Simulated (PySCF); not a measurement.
Cost of one run: geometry optimisation, `[H]/N=C\C#CC#C`.

Method: PBE0-D3(BJ)/def2-SVP geometry optimisation, gas phase (PySCF 2.14.0). Work: geometry optimisation from a GFN2-xTB start, density fitting. The input is one job of a driver script: a line of settings, then coordinates in Å.

Input:
```
{"job": {"xc": "PBE0", "basis": "def2-SVP", "d3": "d3bj", "grid": 1, "kind": "geom"}, "charge": 0, "multiplicity": 1}
C      2.495986     1.181192     1.643831
C      1.579397     0.785916     0.967566
C      0.546937     0.340378     0.211817
C     -0.364501    -0.032611    -0.497741
C     -1.461732    -0.542745    -1.226971
N     -2.318736    -1.376470    -0.821651
H      3.292233     1.523975     2.233718
H     -1.571659    -0.173235    -2.244566
H     -2.184364    -1.700407     0.136057
```

Hardware: Arm Neoverse V2, one thread, no GPU (shared host).

Question: How large is the basis?

Answer: 99 functions.

Question: Estimate the wall time.

Answer: About 17 s. The run took 6 energy-and-gradient evaluations and 43 SCF cycles, 2.8 s an evaluation on average.

Question: At this speed, how long would 1000 such jobs take on 8 cores, one job a core?

Answer: 1000/8 gives 125 rounds of 17 s, about 35 min of wall time and 4.7 core-hours, if the jobs don't slow each other.

The output:
```
step   0  E = -246.45161184  max force = 0.017939
step   1  E = -246.45414278  max force = 0.002879
step   2  E = -246.45413864  max force = 0.002811
step   3  E = -246.45420323  max force = 0.001250
step   4  E = -246.45421222  max force = 0.000497
step   5  E = -246.45421723  max force = 0.000339
optimisation converged
```

Energies in Eh; «max force» is the largest Cartesian gradient component in Eh/bohr.

The host was shared with other jobs, so the times are rough.

The run converged: final energy -246.45422 Eh after 5 steps; dipole 2.37 D.
